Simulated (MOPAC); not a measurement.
MOPAC input (PM6):

```
PM6 FORCE THERMO(298,298) PRECISE LET UHF MS=0.5 GEO-OK AUX(PRECISION=9) THREADS=1
CH2F

C    -0.01204052 1    0.43282112 1    0.47489080 1
F     0.01232599 1   -0.46212568 1   -0.48831113 1
H    -0.97580606 1    0.75515752 1    0.79305287 1
H     0.93438546 1    0.75055592 1    0.84562382 1
```

Output:

```
 *******************************************************************************
 **                                                                           **
 **                              MOPAC v23.2.5                                **
 **                                                                           **
 *******************************************************************************
 ** MOPAC's Digital Object Identifier: https://doi.org/10.5281/zenodo.6511958 **
 **                                                                           **
 ** Please cite the open-source release paper for use of this MOPAC version:  **
 ** J. E. Moussa and J. J. P. Stewart (2026)                                  **
 ** MOPAC: An open-source semiempirical molecular orbital program             **
 ** J. Open Source Softw., 11(119), 8025, https://doi.org/10.21105/joss.08025 **
 *******************************************************************************

                              PM6 CALCULATION RESULTS

 *******************************************************************************
 *  PM6        - The PM6 Hamiltonian to be used
 *  GEO-OK     - OVERRIDE INTERATOMIC DISTANCE AND OTHER SAFETY CHECKS
 *  UHF        - UNRESTRICTED HARTREE-FOCK CALCULATION
 *  MS=        - IN MECI, MAGNETIC COMPONENT OF SPIN =  0.5
 *  LET        - OVERRIDE SOME SAFETY CHECKS
 *  PRECISE    - TIGHTER CRITERIA TO BE USED
 *  FORCE      - FORCE CALCULATION SPECIFIED
 *  AUX        - OUTPUT AUXILIARY INFORMATION
 *  THERMO     - THERMODYNAMIC QUANTITIES TO BE CALCULATED
 *******************************************************************************
PM6 FORCE THERMO(298,298) PRECISE LET UHF MS=0.5 GEO-OK AUX(PRECISION=9) THREADS=1
 CH2F

   ATOM   CHEMICAL          X               Y               Z
  NUMBER   SYMBOL      (ANGSTROMS)     (ANGSTROMS)     (ANGSTROMS)

     1       C         -0.01204052  *   0.43282112  *   0.47489080  *
     2       F          0.01232599  *  -0.46212568  *  -0.48831113  *
     3       H         -0.97580606  *   0.75515752  *   0.79305287  *
     4       H          0.93438546  *   0.75055592  *   0.84562382  *

          CARTESIAN COORDINATES

    NO.       ATOM           X           Y           Z

     1         C         -0.0120      0.4328      0.4749
     2         F          0.0123     -0.4621     -0.4883
     3         H         -0.9758      0.7552      0.7931
     4         H          0.9344      0.7506      0.8456

 General Reference for PM6:
 "Optimization of Parameters for Semiempirical Methods V: Modification of NDDO Approximations
 and Application to 70 Elements", J. J. P. Stewart, J. Mol. Mod., 13, 1173-1213 (2007)
 URL: https://link.springer.com/article/10.1007/s00894-007-0233-4

           Empirical Formula: C H2 F  =     4 atoms

      MOLECULAR POINT GROUP   :   C2v

          UHF CALCULATION, NO. OF ALPHA ELECTRONS =    7
                           NO. OF BETA  ELECTRONS =    6

          HEAT OF FORMATION =     -21.061233 KCALS/MOLE

          CARTESIAN COORDINATE DERIVATIVES

   NUMBER  ATOM         X            Y            Z

     1       C     -0.004918     0.035963     0.000144
     2       F      0.006396    -0.001306    -0.000038
     3       H      0.006891    -0.018120    -0.000053
     4       H     -0.008368    -0.016537    -0.000053

 DIPOLE           X         Y         Z       TOTAL
 POINT-CHG.    -1.514    -0.000    -0.000     1.514
 HYBRID         0.276     0.000    -0.000     0.276
 SUM           -1.237    -0.000    -0.000     1.237

          GRADIENT NORM =   0.04560

          MOLECULAR WEIGHT =   33.03

          ROTATIONAL CONSTANTS IN CM(-1)

          A =    9.16059922   B =    1.06648614   C =    0.95527237

           PRINCIPAL MOMENTS OF INERTIA IN UNITS OF 10**(-40)*GRAM-CM**2

          A =        3.0558   B =       26.2476   C =       29.3034

          ORIENTATION OF MOLECULE IN FORCE CALCULATION

    NO.       ATOM         X         Y         Z

     1          C      -0.7278    0.0000    0.0000
     2          F       0.5872    0.0000    0.0000
     3          H      -1.1981    0.9554    0.0000
     4          H      -1.1980   -0.9555   -0.0000

    FIRST DERIVATIVES WILL BE USED IN THE CALCULATION OF SECOND DERIVATIVES

    FOR POINT-GROUP C2v  THERE ARE   4 UNIQUE SYMMETRY FUNCTIONS.


(To convert to Hartree/Bohr^2, multiply by (10^(-21) x N x a0^2)/(4.184 x 627.51) =  0.0642)

           FORCE MATRIX IN MILLIDYNES/ANGSTROM

                  C  1       F  2       H  3       H  4
 ------------------------------------------------------
     C    1  11.476156
     F    2   7.109097   8.168386
     H    3   3.654891   0.714448   4.226384
     H    4   3.653973   0.713576   0.374139   4.226384

          HEAT OF FORMATION =     -21.061233 KCALS/MOLE

          ZERO POINT ENERGY      14.058 KCAL/MOL

           NORMAL COORDINATE ANALYSIS (Total motion = 1 Angstrom)

   Root No.       1         2         3         4         5         6

                 1 B1      1 B2      1 A1      2 A1      2 B2      3 A1

                 710.9    1032.2    1270.7    1345.4    2731.7    2743.0

           1    0.0000   -0.0000    0.0554    0.2074    0.0000   -0.0332
           2    0.0000    0.0843    0.0000   -0.0000   -0.0655    0.0000
           3   -0.1006    0.0000    0.0000   -0.0000   -0.0000    0.0000
           4   -0.0000    0.0000   -0.0772   -0.1030    0.0000   -0.0015
           5   -0.0000   -0.0375   -0.0000    0.0000   -0.0019   -0.0000
           6    0.0167   -0.0000   -0.0000    0.0000   -0.0000   -0.0000
           7   -0.0000   -0.4131    0.3979   -0.2646   -0.2253    0.2125
           8   -0.0000   -0.1489    0.1724   -0.2211    0.4083   -0.4333
           9    0.4414   -0.0000    0.0000   -0.0000    0.0000   -0.0000
          10   -0.0000    0.4131    0.3980   -0.2646    0.2253    0.2125
          11   -0.0000   -0.1489   -0.1724    0.2211    0.4083    0.4333
          12    0.4413   -0.0000   -0.0000    0.0000    0.0000    0.0000

           MASS-WEIGHTED COORDINATE ANALYSIS (NORMAL COORDINATES)

   Root No.       1         2         3         4         5         6

                 1 B1      1 B2      1 A1      2 A1      2 B2      3 A1

                 710.9    1032.2    1270.7    1345.4    2731.7    2743.0

           1    0.0000   -0.0000    0.2638    0.7343    0.0000   -0.1657
           2    0.0000    0.4129    0.0000   -0.0000   -0.3245    0.0000
           3   -0.4836    0.0000    0.0000   -0.0000   -0.0000    0.0000
           4   -0.0000    0.0000   -0.4627   -0.4588    0.0000   -0.0096
           5   -0.0000   -0.2310   -0.0000    0.0000   -0.0117   -0.0000
           6    0.1013   -0.0000   -0.0000    0.0000   -0.0000   -0.0000
           7   -0.0000   -0.5861    0.5491   -0.2714   -0.3231    0.3070
           8   -0.0000   -0.2113    0.2379   -0.2268    0.5855   -0.6261
           9    0.6148   -0.0000    0.0000   -0.0000    0.0000   -0.0000
          10   -0.0000    0.5861    0.5491   -0.2714    0.3231    0.3070
          11   -0.0000   -0.2113   -0.2379    0.2268    0.5856    0.6261
          12    0.6148   -0.0000   -0.0000    0.0000    0.0000    0.0000

          DESCRIPTION OF VIBRATIONS

 VIBRATION          1    1B1         ATOM PAIR     ENERGY CONTRIBUTION    RADIAL
 FREQUENCY           710.93         C 1 -- H 3         +46.3% ( 61.3%)      0.0%
 TRANSITION DIPOLE   1.0132         C 1 -- H 4         +46.3% ( 61.3%)      0.0%
 TRAVEL (Ang.)       0.3165         C 1 -- F 2          +7.3% ( 24.4%)      0.0%
 REDUCED MASS        0.9467
 EFFECTIVE MASS      2.6053
 FORCE CONSTANT      0.2819

 VIBRATION          2    1B2         ATOM PAIR     ENERGY CONTRIBUTION    RADIAL
 FREQUENCY          1032.18         C 1 -- H 3         +44.1% ( 80.2%)     12.4%
 TRANSITION DIPOLE   0.0085         C 1 -- H 4         +44.1% ( 80.2%)     12.4%
 TRAVEL (Ang.)       0.3040         C 1 -- F 2         +11.7% ( 41.3%)      0.0%
 REDUCED MASS        0.7067
 EFFECTIVE MASS      3.2914
 FORCE CONSTANT      0.4436

 VIBRATION          3    1A1         ATOM PAIR     ENERGY CONTRIBUTION    RADIAL
 FREQUENCY          1270.73         C 1 -- H 3         +33.8% ( 53.3%)      5.5%
 TRANSITION DIPOLE   0.3774         C 1 -- H 4         +33.8% ( 53.3%)      5.5%
 TRAVEL (Ang.)       0.2114         C 1 -- F 2         +32.4% ( 52.2%)    100.0%
 REDUCED MASS        1.1876
 EFFECTIVE MASS      5.2102
 FORCE CONSTANT      1.1298

 VIBRATION          4    2A1         ATOM PAIR     ENERGY CONTRIBUTION    RADIAL
 FREQUENCY          1345.39         C 1 -- F 2         +43.8% ( 87.5%)    100.0%
 TRANSITION DIPOLE   0.5661         C 1 -- H 3         +28.1% ( 70.1%)      5.5%
 TRAVEL (Ang.)       0.1071         C 1 -- H 4         +28.1% ( 70.1%)      5.4%
 REDUCED MASS        4.3665
 EFFECTIVE MASS     10.8266
 FORCE CONSTANT      4.6567

 VIBRATION          5    2B2         ATOM PAIR     ENERGY CONTRIBUTION    RADIAL
 FREQUENCY          2731.73         C 1 -- H 4         +49.4% ( 72.5%)     98.7%
 TRANSITION DIPOLE   0.7168         C 1 -- H 3         +49.4% ( 72.5%)     98.7%
 TRAVEL (Ang.)       0.2145         C 1 -- F 2          +1.3% ( 11.7%)      0.0%
 REDUCED MASS        0.5365
 EFFECTIVE MASS      1.6116
 FORCE CONSTANT      2.3589

 VIBRATION          6    3A1         ATOM PAIR     ENERGY CONTRIBUTION    RADIAL
 FREQUENCY          2742.97         C 1 -- H 4         +49.8% ( 69.3%)     96.5%
 TRANSITION DIPOLE   0.3258         C 1 -- H 3         +49.8% ( 69.3%)     96.5%
 TRAVEL (Ang.)       0.2250         C 1 -- F 2          +0.5% (  6.6%)    100.0%
 REDUCED MASS        0.4856
 EFFECTIVE MASS      1.1703
 FORCE CONSTANT      2.1527

      SYMMETRY NUMBER FOR POINT-GROUP C2v =  2

          SYSTEM IS A GROUND STATE

 CH2F

          MOLECULE IS NOT LINEAR

          THERE ARE  6 GENUINE VIBRATIONS IN THIS SYSTEM
          THIS THERMODYNAMICS CALCULATION IS LIMITED TO
          MOLECULES WHICH HAVE NO INTERNAL ROTATIONS

                    CALCULATED THERMODYNAMIC PROPERTIES
                                          *
   TEMP. (K)   PARTITION FUNCTION   H.O.F.    ENTHALPY  HEAT CAPACITY ENTROPY
                                   KCAL/MOL   CAL/MOLE    CAL/K/MOL  CAL/K/MOL

 298.00  VIB.     0.1044D+01                   101.9471     1.4414     0.4283
         ROT.     0.8647D+03                   888.2803     2.9808    16.4191
         INT.     0.9031D+03                   990.2274     4.4222    16.8474
         TRA.     0.1835D+27                  1480.4672     4.9680    36.4133
         TOT.                      -21.061    2470.6946     9.3902    53.2608

   *: NOTE: HEATS OF FORMATION ARE RELATIVE TO THE
            ELEMENTS IN THEIR STANDARD STATE AT 298K
              (=  Standard Enthalpy of Formation).

            Hvib:  Zero-point energy is not included.
                   frequencies of less than zero cm-1 are not included.
            Hrot = (3/2)RT
            Htra = (3/2)RT + pV = (5/2)RT

            Heat capacity is Cp, not Cv

          For more information, see: HTTP://OpenMOPAC.net/Manual/thermochemistry.html

           FORCE CONSTANT IN CARTESIAN COORDINATES (Millidynes/A)

    ATOM   CHEMICAL       X               Y               Z
   NUMBER   SYMBOL  FORCE CONSTANT  FORCE CONSTANT  FORCE CONSTANT

      1       C        9.165261        6.850638        0.836763
      2       F        8.143400        0.650171        0.058558
      3       H        1.469336        3.408382        0.114755
      4       H        1.469291        3.408427        0.114755

 **********************
 *                    *
 * JOB ENDED NORMALLY *
 *                    *
 **********************

 == MOPAC DONE ==
```
